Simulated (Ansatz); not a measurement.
This geometry of BFHS (4 atoms, charge 0, multiplicity 2) is a first-order saddle point.

Theory: UKS PBE/def2-SVP in Ansatz 0.2.0.

```xyz
4
Properties=species:S:1:pos:R:3
F 0.799 -0.276 1.476
B 0.260 0.106 0.333
S -0.759 -0.653 -0.893
H -0.245 0.763 -0.937
```

Which two structures does it join? (They come from a converged band through this point; their orientation in space is the band's.)

Bonds broken: S3–H4. Bonds formed: B2–H4.

Initial state:

```xyz
4
Properties=species:S:1:pos:R:3
F 0.792 -0.504 1.626
B 0.506 0.177 0.533
S -0.702 -0.404 -0.679
H -0.541 0.671 -1.499
```

Final state:

```xyz
4
Properties=species:S:1:pos:R:3
F 0.796 -0.039 1.174
B 0.097 0.061 0.043
S -1.089 -1.117 -0.549
H 0.252 1.035 -0.688
```

How far does it lie above each of them?

0.69 eV above the first and 1.35 eV above the second. This is the barrier of this one path; another mechanism may lie lower.

Run time: 110 s on 1 thread of Arm Neoverse V2, on a shared host, peak memory 0.11 GiB.
